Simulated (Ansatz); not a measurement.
**hcp against bcc along the 5d metals**

Theory: DFT, BLYP, plane waves (420 eV) with PAW, scalar-relativistic (Ansatz 0.2.0). (PAW data from PBE, frozen cores regenerated.)

Each structure is relaxed within its symmetry, in the lowest magnetic state of the tried starts. Differences under about 8 meV lie within the error of the k-point mesh.

```tsv
element	E(hcp) − E(bcc) (meV/atom)	V(hcp) (Å³/atom)	V(bcc) (Å³/atom)	state of hcp	state of bcc
Lu	-148	29.85	30.23	spin not included	spin not included
Hf	-174	23.14	22.90	spin not included	spin not included
Ta	252	19.36	18.89	spin not included	spin not included
W	?	?	?	?	?
Re	-305	15.53	15.70	spin not included	spin not included
Os	-828	14.91	15.48	spin not included	spin not included
Ir	-495	15.34	15.88	spin not included	spin not included
Pt	-25	16.78	16.86	spin not included	spin not included
Au	-9	19.49	19.55	spin not included	spin not included
```

(1) Fill in the row of W.

Answers

(1) E(hcp) − E(bcc) (meV/atom): 453; V(hcp) (Å³/atom): 17.12; V(bcc) (Å³/atom): 16.69; state of hcp: spin not included; state of bcc: spin not included.
